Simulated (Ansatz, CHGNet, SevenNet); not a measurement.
Elastic constant C11 (GPa) of solids drawn from the class of tetrahedrally bonded semiconductors and semimetals, from the machine-learned potential CHGNet 0.3.0 (trained on PBE and PBE+U data); the machine-learned potential CHGNet-r²SCAN (trained on r²SCAN data); the machine-learned potential SevenNet-0 (trained on PBE and PBE+U data); the machine-learned potential SevenNet-l3i5 (trained on PBE and PBE+U data); PBE (PAW; Ansatz, a quantum-chemistry and plane-wave program); r²SCAN (PAW; Ansatz).

| solid | CHGNet 0.3.0 | CHGNet-r²SCAN | SevenNet-0 | SevenNet-l3i5 | PBE | r²SCAN |
|---|---|---|---|---|---|---|
| 3C-SiC | 253 | 229 | 303 | 296 | 384 | [?] |
| zinc-blende InP | 60.9 | 51.3 | 94.9 | 106 | 87.0 | [?] |
| zinc-blende GaP | 99.6 | 79.2 | 100 | 108 | 125 | 142 |
| zinc-blende CdSe | 61.7 | 48.0 | 55.6 | 55.4 | 56.5 | 63.0 |
| zinc-blende ZnSe | 67.2 | 71.4 | 75.6 | 74.2 | 79.7 | 90.2 |
| zinc-blende CdS (metastable phase) | 45.0 | 43.5 | 57.5 | 65.3 | 66.6 | 72.8 |
| zinc-blende ZnS | 76.0 | 103 | 98.4 | 93.6 | 96.9 | 108 |
| zinc-blende BAs | 148 | 141 | 188 | 187 | 267 | 289 |

Task: Some entries are withheld; supply them.

Result: 
- 3C-SiC, r²SCAN: 414
- zinc-blende InP, r²SCAN: 97.9

The levels part most in proportion for zinc-blende InP (51.3 to 106 GPa) and least for zinc-blende CdSe (48.0 to 63.0 GPa).

Ansatz's runs of these crystals have no spin polarisation.

Each level is taken at its own relaxed cell. Ansatz's density-functional and Hartree–Fock values are scalar-relativistic unless marked +SOC, with PAW data made under PBE.

Machine-learned potentials (CHGNet 0.3.0, CHGNet-r²SCAN, SevenNet-0, SevenNet-l3i5) are trained on DFT data: a solid inside that data is no test of them.
